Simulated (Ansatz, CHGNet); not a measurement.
For zinc-blende CuI, the machine-learned potential CHGNet 0.3.0 (trained on PBE and PBE+U data) gives:

```
Property                            Value
-------------------------------  --------
equilibrium lattice constant a    6.055 Å
zone-centre TO phonon frequency  142 cm⁻¹
elastic constant C11             59.8 GPa
elastic constant C44             10.8 GPa
polycrystal shear modulus        8.68 GPa
```

### Question
What does PBE0 (PAW; Ansatz, a program for electronic structure) give for the same quantities?

### Answer

- lattice constant a: 6.088 Å (grows by 0.5 %)
- zone-centre TO phonon frequency: 123 cm⁻¹ (shrinks by 13 %)
- elastic constant C11: 48.7 GPa (drops by 19 %)
- elastic constant C44: 20.5 GPa (increases by 90 %)
- Voigt–Reuss–Hill shear modulus: 14.4 GPa (increases by 66 %)

For comparison: lattice constant a 6.053 ± 0.003 Å (measured, temperature not stated, not corrected to a static lattice, our sources range from 6.044 to 6.054; as tabulated in arXiv:2305.18931); zone-centre TO phonon frequency 132 cm⁻¹ (measured, 9 K, zero-point motion not removed, Raman; as tabulated in arXiv:2305.18931).

Changes are worked out from the printed values.

Unless a cell is named, each level is at its own relaxed cell (CHGNet 0.3.0 27.74, PBE0 28.21 Å³/atom).

Ansatz's density-functional and Hartree–Fock values are scalar-relativistic unless marked +SOC, with PAW data made under PBE.
